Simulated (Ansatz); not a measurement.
The same path of H2S + H4OSi (9 atoms, charge 0, multiplicity 1) was run 3 times with different band settings. Lost on the way: Si1–H2, S7–H9. Made: Si1–S7, H2–H9.

These are results of Ansatz, RKS PBE-D4/def2-SVP, not measurements.

Relaxed end points:

```xyz
9
Properties=species:S:1:pos:R:3
Si -0.197 -0.264 -0.192
H -0.575 -0.441 1.255
O 1.483 -0.164 -0.410
H 1.972 -0.989 -0.241
H -0.763 1.007 -0.736
H -0.742 -1.444 -0.958
S 1.601 2.488 1.643
H 1.928 1.487 0.767
H 1.585 1.617 2.688
```

```xyz
9
Properties=species:S:1:pos:R:3
Si 0.571 0.189 -0.484
H -0.934 0.800 3.386
O 1.394 -0.293 -1.865
H 2.249 -0.734 -1.717
H -0.656 0.873 -0.990
H 0.255 -0.980 0.410
S 1.616 1.654 0.728
H 2.245 0.722 1.497
H -0.447 1.066 2.850
```

Common settings: spring 5.0 eV/Å²; start path through a guess of the saddle point; force threshold 0.03 eV/Å; iteration limit 60; end points relaxed.

| run | movable images | climbing image | optimiser |
| --- | --- | --- | --- |
| 1 | 5 | yes | quadratic models (default) |
| 2 | 5 | from the first iteration | lbfgs |
| 3 | 4 | no | quadratic models (default) |

Task: What does each run give, and how far can it be trusted?

Result: Run 1: converged after 19 iterations, highest image 1.615 eV above the first end. Neighbouring images differ by up to 1.4 eV, so the band resolves the path poorly. A vibrational analysis at the climbing image gives one clearly imaginary mode, 1014i cm⁻¹: a first-order saddle point.
Run 2: not converged after 60 iterations, highest image 1.617 eV above the first end. The band didn't meet its force threshold, so its energies are provisional: the largest band force was still 0.05 eV/Å, and over the last iterations the top stayed at 1.62 eV.
Run 3: converged after 16 iterations, highest image 0.732 eV above the first end. No image climbed, so the highest image needn't sit at the top of the path. A band with more images between the same ends climbed to 1.62 eV, so this one has probably stepped over the top.
The orbitals stay closed-shell, which can raise the energy where a bond breaks towards radicals; this wasn't checked here.
